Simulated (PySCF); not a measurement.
Bonds (- single, = double, # triple, : aromatic): N1-Si2 1.719 Å, Si2-S3 2.147 Å. N1 carries H4, H5; Si2 carries H6, H7; S3 carries H8.

Geometry: PBE0-D3(BJ)/def2-SVP; GIAO shifts from PySCF 2.14, gas phase, non-relativistic, averaged over equivalent atoms.

At PBE0/cc-pVDZ (75 basis functions, 3.9 s wall time on 1 thread of an Arm Neoverse V1, shared host):
```json
{"atoms": "N1", "δ (ppm)": "17.9"}
{"atoms": "Si2", "δ (ppm)": "-25.5"}
{"atoms": "S3", "δ (ppm)": "-186.9"}
{"atoms": "H6/H7", "δ (ppm)": "5.18"}
{"atoms": "H4/H5", "δ (ppm)": "0.20"}
{"atoms": "H8", "δ (ppm)": "0.18"}
```

References, each an isolated molecule treated in the same way: NH3 for $^{15}$N (σref 273.12); $^{29}$Si (σref 418.61), $^{1}$H (σref 31.29) vs TMS; CS2 for $^{33}$S (σref 548.96).

Task: What do these become at OPBE/pcSseg-2?

Result: 
```json
{"atoms": "N1", "δ at OPBE/pcSseg-2": "23.7", "change": "+5.8"}
{"atoms": "Si2", "δ at OPBE/pcSseg-2": "-27.2", "change": "-1.7"}
{"atoms": "S3", "δ at OPBE/pcSseg-2": "-175.6", "change": "+11.3"}
{"atoms": "H6/H7", "δ at OPBE/pcSseg-2": "5.45", "change": "+0.27"}
{"atoms": "H4/H5", "δ at OPBE/pcSseg-2": "0.65", "change": "+0.45"}
{"atoms": "H8", "δ at OPBE/pcSseg-2": "0.66", "change": "+0.48"}
```

Chemical shifts δ = σref − σ; $^{15}$N (σref 262.82) vs NH3; TMS for $^{29}$Si (σref 355.55) and $^{1}$H (σref 31.20); $^{33}$S (σref 517.23) vs CS2, all at this level.

The largest change is at S3 (sulfur bonded to Si, H). Cost: 192 basis functions, 18 s wall time on 1 thread of an Arm Neoverse V1, shared host.

Experimental scales use liquid or dissolved standards, which lie at an offset from isolated NH3 (liquid NH3: subtract about 20 ppm).
